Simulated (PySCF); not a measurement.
Potential energy of BS along the bond

Set-up: PySCF, no relativity, basis sets B def2-SVPD, S def2-SVPD. Energies in eV from B + S in their ground configurations at the same level. All curves are PBE0. state 1: ²Σ⁺ (doublet), unpaired electrons σ ↑; state 2: ²Π (doublet), unpaired electrons π ↑, a second solution, started from another occupation; state 3: quartet, unpaired electrons σ ↑, π ↑↑, a mixture of terms (⟨Lz²⟩ = 2.0), a second solution, started from another occupation.

```csv
R (Å),state 1,state 2,state 3
1.391,-4.377,-0.184,1.299
1.456,-5.290,-1.545,-0.095
1.521,-5.801,-2.493,-1.062
1.569,-5.985,-2.997,-1.571
1.618,-6.036,-3.360,-1.933
1.667,-5.984,-3.613,-2.177
1.731,-5.793,-3.815,-2.359
1.812,-5.419,-3.907,-2.415
1.909,-4.857,-3.859,-2.313
2.039,-4.038,-3.632,-2.014
```

Q: Put a parabola through the three lowest points of the state 1 curve and estimate Re, k and ωe (reduced mass 8.189 u; 1 eV/Å² = 0.16022 mdyn/Å; ωe = 1302.8·√(k/μ) cm⁻¹).

A: Through R = 1.569, 1.618, 1.667 Å the second-order coefficient is 21.4 eV/Å², so Re ≈ 1.618 Å, k ≈ 6.87 mdyn/Å and ωe ≈ 1194 cm⁻¹. A polynomial fit of higher order to the unrounded PBE0 energies gives Re = 1.616 Å, k = 7.11 mdyn/Å, ωe = 1214 cm⁻¹; anharmonicity and rounding make the difference.

The higher-order fit for each curve: state 1: Re = 1.616 Å, ωe = 1214 cm⁻¹, De = 6.04 eV; state 2: Re = 1.828 Å, ωe = 756 cm⁻¹, minimum 3.91 eV below the ground-state fragments; state 3: Re = 1.801 Å, ωe = 835 cm⁻¹, minimum 2.42 eV below the ground-state fragments.

Counting both spins, an empty level lies below a filled one in some of these solutions, because spin and occupation are held. The state is the lowest determinant that a PBE0 search found; another state may lie lower at other levels.
